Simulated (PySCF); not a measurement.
# Electronic absorption of C4H5Cl

Compound: C4H5Cl.
Atom-mapped SMILES: `[CH:1]#[C:2][CH2:3][CH2:4][Cl:5]` (hydrogens: H6 on C1; H7, H8 on C3; H9, H10 on C4)

Structure used (PBE0-D3(BJ)/def2-SVP), in Å, numbered top down from 1:
```xyz
10
C4H5Cl angstrom
C      2.352   -0.154    0.215
C      1.211   -0.201   -0.187
C     -0.177   -0.242   -0.629
C     -1.120    0.293    0.441
Cl    -2.811    0.237   -0.124
H      3.370   -0.118    0.558
H     -0.298    0.351   -1.550
H     -0.462   -1.276   -0.882
H     -1.055   -0.305    1.360
H     -0.886    1.337    0.688
```

The calculation used TDDFT CAM-B3LYP/def2-SVPD, vertical, gas phase, core orbitals frozen in the response in PySCF.

```csv
state,E (eV),E (kJ/mol),λ (nm),f,symmetry,"main configurations (H = HOMO, L = LUMO)"
S1,6.42,620,193.1,0.0000,–,"H→L (36%), H→L+5 (16%), H→L+1 (15%)"
S2,6.73,650,184.1,0.0079,A′,"H→L+3 (40%), H-1→L (27%), H-1→L+1 (9%)"
S3,6.82,658,181.7,0.0003,–,H-1→L+3 (75%)
S4,7.38,712,168.1,0.0003,–,"H-2→L (64%), H-2→L+1 (20%)"
S5,7.47,720,166.0,0.016,A′,"H-3→L (42%), H-1→L (22%), H-3→L+1 (15%)"
S6,7.60,734,163.0,0.037,A″,"H→L (43%), H→L+1 (39%), H→L+2 (11%)"
S7,7.71,744,160.8,0.036,A′,"H-1→L+1 (41%), H-1→L (31%), H-3→L (15%)"
S8,8.32,803,149.1,0.027,A″,"H-2→L+1 (45%), H-2→L+2 (28%), H-2→L (18%)"
S9,8.43,813,147.1,0.074,A′,"H-3→L+1 (29%), H-1→L+2 (22%), H-3→L+2 (16%)"
S10,8.56,826,144.9,0.0069,A″,"H→L+5 (69%), H→L+2 (22%)"
```

Triplets, Tamm–Dancoff:

| state | E (eV) | λ (nm) | main configurations (H = HOMO, L = LUMO) |
| --- | --- | --- | --- |
| T1 | 5.33 | 232.8 | H→L+3 (35%), H-1→L (17%), H-1→L+5 (11%) |
| T2 | 5.82 | 213.2 | H-1→L+3 (25%), H→L (24%), H→L+5 (14%) |
| T3 | 5.85 | 212.1 | H→L+3 (51%), H-1→L (14%) |
| T4 | 6.55 | 189.3 | H-1→L+3 (57%), H→L (14%) |

The lowest singlet lies at 6.42 eV (193 nm, vacuum ultraviolet) and is dark (f under 0.0005); its leading configuration is HOMO→LUMO (36%). The strongest level in the table is S9 at 8.43 eV (147 nm, f = 0.074). Löwdin shares by element: HOMO carbon 89% or more, hydrogen 4% or more; LUMO carbon 40% or more, chlorine 30% (atoms not listed hold the other 30%). Weighted by f, the mean energy of these states is 8.00 eV. Orbital energies (eV): HOMO-3 -10.27, HOMO-2 -10.06, HOMO-1 -9.49, HOMO -9.46, LUMO 1.01, LUMO+1 1.51, LUMO+2 1.94. The oscillator strengths of these states sum to 0.206; summed over the whole spectrum of an exact calculation they would give the number of electrons, 46 (Thomas–Reiche–Kuhn). All these states lie below the vertical ionisation energy of 10.49 eV (ΔSCF). Symmetry labels in Cs follow from the direction of the transition dipole and are given only for states with f of 0.002 or more. Singlets were solved by full linear response, triplets in the Tamm–Dancoff approximation.

One conformer stands for the species.
